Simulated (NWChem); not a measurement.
Extrapolating the MP2 correlation energy of formic acid (CH2O2)

```
C
O 1 1.1959
O 1 1.3318 2 125.14
H 3 0.9717 1 107.03 2 0.00
H 1 1.1106 2 125.16 3 180.00
```
Charge 0, spin multiplicity 1.

The numbers come from NWChem runs, not from measurements. Structure: optimised with PBE0/def2-SVP, a minimum by its harmonic frequencies. It is one conformer; others weren't searched.

The correlated methods keep 3 core orbitals frozen.

Worked example. The MP2 correlation energy is -498.49 mHa in cc-pVDZ and -629.32 mHa in cc-pVTZ. The form E(X) = E∞ + A/X³ turns the pair into an estimate of the basis-set limit.

E∞ = (3³·(-629.32) − 2³·(-498.49))/(3³ − 2³) = -684.4 mHa. The larger basis holds 92 % of that, at about 4 times the processor time of the smaller one. This is a two-point estimate, and a rough one from so small a pair.
